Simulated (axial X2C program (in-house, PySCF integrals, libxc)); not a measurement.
# MgB⁺: cheaper levels and CCSD(T), 2c

Calculated with an in-house relativistic program for diatomic molecules. Two-component (2c) means X2C with spin–orbit coupling and atomic mean-field two-electron Coulomb and Gaunt terms. Basis: Mg dyall-cv3z [9s8p6d3f], B dyall-v3z [7s6p2d1f] (cores contracted in-house); Gaussian nuclei, density fitting, unrestricted open shells. Masses: Mg 23.985 u, B 11.009 u.

State: Ω = 0 (closed shell); fragments Mg+ + B.

```csv
level,Re (Å),ωe (cm⁻¹),De (eV)
PBE0,2.567,343.7,1.51
HF,2.614,327.8,0.269
MP2,2.561,356.7,1.24
CCSD,2.579,344.4,1.54
B3LYP,2.567,335.1,1.57
```

Correlated methods: 4 electrons correlated (number of frozen shells: Mg 2 s, 1 p; B 1 s), 222 virtual spin orbitals or spinors in MP2, 80 natural virtuals in coupled cluster.

CCSD(T), same Hamiltonian and basis:

Re = 2.582 Å, ωe = 341.1 cm⁻¹, De = 1.62 eV; T1 = 0.029 (Lee–Taylor normalisation).

Task: Give the differences from CCSD(T) in the columns below.

Result: 

| level | ΔRe (Å) | Δωe (cm⁻¹) | ΔDe (eV) |
| --- | --- | --- | --- |
| PBE0 | -0.015 | 3 | -0.11 |
| HF | 0.032 | -13 | -1.35 |
| MP2 | -0.021 | 16 | -0.38 |
| CCSD | -0.003 | 3 | -0.08 |
| B3LYP | -0.015 | -6 | -0.05 |

One determinant describes the state; a PBE0 search over occupations chose it and may have missed a lower one. The closed shell is kept restricted, so the energy runs too high when the bond is stretched far. Dissociation energies refer to the lowest single-determinant-based atoms at the same level and basis. CCSD and (T) use frozen natural virtuals with an MP2 correction for the truncation; (T) itself is uncorrected, so its De runs slightly low. In 2c an atomic determinant is not the ground J level, so De misses part of the atomic spin–orbit lowering. This holds for PBE0, B3LYP. The functionals have no current-density term, which raises determinants with orbital currents, atoms included. The T1 diagnostic is large, a sign of multireference character.
